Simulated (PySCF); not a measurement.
Molecule: `N1[C@@H](C#C)[C@H]1C`, C₅H₇N.

Atom-mapped SMILES (the numbers label the heavy atoms): `[CH:1]#[C:2][C@@H:3]1[NH:4][C@@H:5]1[CH3:6]`; H(Xn) means a hydrogen on atom n.

Geometry PBE0-D3(BJ)/def2-SVP throughout; GIAO in PySCF 2.14.0 with density-fitted response routines, gas phase, one conformer, non-relativistic; equivalent atoms averaged; basis pcSseg-1.

**Question.** How do the absolute shieldings σ depend on the functional? (a selection of nuclei; ppm; last column core-seconds on shared hosts with different chips, so compare them loosely; the GGAs took longer than the global hybrids here, which isn't the general rule, and the cause wasn't traced)

**Answer.** 
| functional | kind | C2 | C1 | C5 | C6 | C3 | H(C1) | H(C5) | H(C6) | H(N4) | core-s |
| --- | --- | --- | --- | --- | --- | --- | --- | --- | --- | --- | --- |
| HF | Hartree–Fock | 104.9 | 112.7 | 164.8 | 173.9 | 174.7 | 29.26 | 30.17 | 30.35 | 32.92 | 4.5 |
| LDA | LDA | 88.3 | 101.7 | 143.0 | 163.2 | 152.9 | 29.06 | 28.89 | 29.51 | 31.82 | 13 |
| PBE | GGA | 93.8 | 107.4 | 143.3 | 161.5 | 153.2 | 29.39 | 29.36 | 29.86 | 32.25 | 18 |
| BLYP | GGA | 90.1 | 105.3 | 137.9 | 156.1 | 148.4 | 29.60 | 29.54 | 30.01 | 32.47 | 19 |
| BP86 | GGA | 93.7 | 107.2 | 142.9 | 160.9 | 152.9 | 29.42 | 29.44 | 29.91 | 32.29 | 19 |
| OPBE | GGA | 102.8 | 115.0 | 149.6 | 167.0 | 158.9 | 29.32 | 29.40 | 29.90 | 32.12 | 17 |
| KT2 | GGA | 103.6 | 116.1 | 148.0 | 164.5 | 157.6 | 29.11 | 29.41 | 29.82 | 32.36 | 19 |
| KT3 | GGA | 105.0 | 117.9 | 147.1 | 163.4 | 156.7 | 29.32 | 29.56 | 29.97 | 32.41 | 18 |
| B97-D | GGA | 97.4 | 111.1 | 143.2 | 160.1 | 153.3 | 29.57 | 29.60 | 30.04 | 32.43 | 18 |
| B3LYP | global hybrid | 92.9 | 106.1 | 144.4 | 160.7 | 154.5 | 29.52 | 29.64 | 30.04 | 32.49 | 12 |
| PBE0 | global hybrid | 97.1 | 108.6 | 150.6 | 166.4 | 160.2 | 29.32 | 29.54 | 29.95 | 32.33 | 12 |
| mPW1PW91 | global hybrid | 96.7 | 108.1 | 149.6 | 165.4 | 159.3 | 29.36 | 29.59 | 29.99 | 32.37 | 12 |
| WP04 | global hybrid | 92.9 | 103.6 | 135.4 | 152.9 | 145.9 | 29.77 | 29.86 | 30.23 | 32.22 | 12 |
| B97-2 | global hybrid | 99.4 | 111.1 | 149.9 | 165.3 | 159.6 | 29.44 | 29.65 | 30.04 | 32.41 | 12 |
| BHandHLYP | global hybrid | 97.0 | 107.9 | 152.5 | 166.1 | 162.4 | 29.39 | 29.80 | 30.11 | 32.59 | 12 |
| CAM-B3LYP | range-separated hybrid | 93.8 | 105.8 | 149.3 | 164.7 | 159.0 | 29.40 | 29.60 | 30.02 | 32.44 | 15 |
| wB97X-D | range-separated hybrid | 97.1 | 108.0 | 151.4 | 166.4 | 160.9 | 29.39 | 29.68 | 30.07 | 32.44 | 15 |
| LC-wPBE | range-separated hybrid | 97.8 | 107.0 | 156.9 | 171.5 | 165.7 | 29.32 | 29.62 | 30.05 | 32.28 | 21 |

**Question.** Which nucleus among those listed moves most, in ppm?

**Answer.** C5 (aziridine ring carbon): from 135.4 ppm with WP04 to 164.8 ppm with HF. The smallest spread is 0.71 ppm, at H(C1). Proton shifts span only some 12 ppm, so a few tenths of a ppm matter as much there as several ppm in carbon.
